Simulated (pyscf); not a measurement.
HC≡CH + HF → HC≡CH + HF (four-centre exchange; singlet surface; C–H, F–H broken, C–H, F–H formed). PySCF, gas phase, ωB97X-D3(BJ)/def2-SVP geometries. Correlated levels are frozen-core, on RHF or UHF. ΔMP2 is the change of the MP2 total energy from the triple- to the quadruple-zeta basis. Energies in kcal/mol from the separated reactants.

```json
[
 {"level": "ωB97X-D3(BJ)/def2-TZVP", "barrier": "60.0", "reaction energy": "0.0"},
 {"level": "PBE/def2-TZVP", "barrier": "47.9", "reaction energy": "0.0"},
 {"level": "ωB97M-D3(BJ)/def2-TZVP", "barrier": "(withheld)", "reaction energy": "0.0"},
 {"level": "HF/def2-TZVP", "barrier": "83.0", "reaction energy": "0.0"},
 {"level": "MP2/def2-QZVPP", "barrier": "61.3", "reaction energy": "0.0"},
 {"level": "CCSD(T)/def2-TZVPP", "barrier": "62.9", "reaction energy": "0.0"},
 {"level": "CCSD(T)/def2-TZVPP + ΔMP2(QZVPP)", "barrier": "(withheld)", "reaction energy": "0.0"}
]
```

Question: Some entries are withheld; supply them.

Answer: 
- ωB97M-D3(BJ)/def2-TZVP, barrier: 58.7
- CCSD(T)/def2-TZVPP + ΔMP2(QZVPP), barrier: 63.3

Of the functionals in the table, ωB97X-D3(BJ) is closest to CCSD(T)/def2-TZVPP + ΔMP2(QZVPP) in the barrier (3.3 kcal/mol apart) and PBE least close (15.4 kcal/mol); that level has limits of its own. On the reactant side the descent ends in a complex, 5.3 kcal/mol under the separated species and 65.3 kcal/mol under the saddle at ωB97X-D3(BJ)/def2-TZVP. On the product side the descent ends in a complex, 5.3 kcal/mol under the separated species and 65.3 kcal/mol under the saddle at ωB97X-D3(BJ)/def2-TZVP. The same reactants have a lower exit, to H₂C=CH–F (barrier +45.4 kcal/mol at ωB97M-D3(BJ), against +58.7 kcal/mol here). One saddle was located; it need not be the lowest between these sides. The CCSD(T) − MP2 part came from Ansatz, without density fitting, on the same reference.
